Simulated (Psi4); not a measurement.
Psi4 input (wB97X-D/6-31G*):

```
memory 1500 MB

molecule {
1 2
N     0.00224146   -0.00382052    0.11155442
H    -0.00202883    0.95117179   -0.22808750
H     0.80949996   -0.46442426   -0.29287493
H    -0.82316134   -0.46000387   -0.25991854
symmetry c1
no_reorient
no_com
}

set {
  basis 6-31G*
  reference uks
  scf_type pk
  dft_radial_points 99
  dft_spherical_points 590
  e_convergence 1e-8
  d_convergence 1e-7
  maxiter 150
}

e = energy('wb97x-d')
print_out(f'\nFINAL {e:.10f} DIPOLE {variable("CURRENT DIPOLE")[0]:.6f} {variable("CURRENT DIPOLE")[1]:.6f} {variable("CURRENT DIPOLE")[2]:.6f}\n')
```

Q: Predict the final energy.

A: -56.13881 Eh.
